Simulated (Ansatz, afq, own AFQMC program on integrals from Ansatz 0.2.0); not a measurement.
Integrals from Ansatz 0.2.0, then the random walk in our own AFQMC program (afq).

```yaml
crystal:
  periodic: [false, false, false]
  atoms:
    - {symbol: B, position_ang: [-0.108876, -0.007594, 0.073809]}
    - {symbol: H, position_ang: [0.317434, 0.531484, -1.007130]}
    - {symbol: H, position_ang: [0.615503, -0.007650, 1.013379]}
    - {symbol: H, position_ang: [0.234853, -0.442384, -0.797912]}
basis:
  gaussian: {orbitals: 6-31G}
magnetization: {spin_polarized: true, initial_magnetization: 2}
correlation: {method: ccsd_t, electrons: outside_noble_gas, hamiltonian_folder: ham}
```

```sh
$ ansatz run in.yaml --threads 1 --pin off --events-out ev --progress --plain --max-ram 24576MiB --backend cuda --devices 0, --max-vram 18GiB
```

Options of the walk:

```
--method phaseless --trial hf --walkers 4000 --populations 20 --least-time 40 --time-step 0.005 --steps-per-block 20 --equilibration-blocks 112 --max-blocks 4000 --target-error 0.0007499999999999999 --factor-cut 1e-05 --start spin_pure --seed 647 --taylor-order 6
```

Times are imaginary, in 1/Eh. The walk had a cap of 49 s. With eight or more populations the least sampling time is a fifth of least-time, and the error comes from their spread.

```
orbitals 14  electrons 4 2  factors 89 of 222
reference energy -26.20622816 Eh
CCSD correlation -0.06479457 Eh in 11 cycles, weight of the determinant in the CISD state 0.9613
energy of the start -26.206391 Eh
 block  time / (1/Eh)  mean weight  energy / Eh
     1     0.100  1.0002  -26.217904
     2     0.200  1.0003  -26.226645
     3     0.300  1.0004  -26.234180
     4     0.400  1.0006  -26.240426
     5     0.500  1.0003  -26.245559
    10     1.000  1.0000  -26.258870
    29     2.900  1.0000  -26.272141
    37     3.700  1.0001  -26.269856
    49     4.900  1.0000  -26.272476
    69     6.900  0.9999  -26.271446
    73     7.300  1.0002  -26.273774
    89     8.900  0.9998  -26.271340
   109    10.900  1.0000  -26.270787
   129    12.900  1.0000  -26.271395
   149    14.900  1.0000  -26.271168
   169    16.900  0.9999  -26.271769
   189    18.900  0.9999  -26.271778
error from the spread of 20 populations
energy -26.271541 +/- 0.000383 Eh
(rows thinned)
```

Question: Estimate how long the walk took on 1 × NVIDIA H100 80GB HBM3 with 2 threads of AMD EPYC 7R13 Processor (Zen 3) (shared host) (the card was shared).

Answer: 17 s of wall time.

The run passed its tests (sampling time, drift between the halves within three errors, error under three times the target), which doesn't prove that it has relaxed.

Against this walk (error 10.4 meV) on the same determinant: CCSD(T) 7.4 meV lower (within the noise), CCSDT(Q) 15.3 meV lower (within the noise), CCSDTQ 15.4 meV lower (within the noise), full CI 15.4 meV lower (within the noise), a separate phaseless walk with a CISD trial and standard settings 14.6 ± 10.4 meV lower (within the noise). The error is statistical and leaves out the bias of the constraint.

Cautions: constraint bias not in the error; lower spins were not checked.

CCSDT and higher add their correlation energy to the determinant of the CCSD(T) run, since their own runs factorise the integrals more tightly (a shift of under 2 meV).
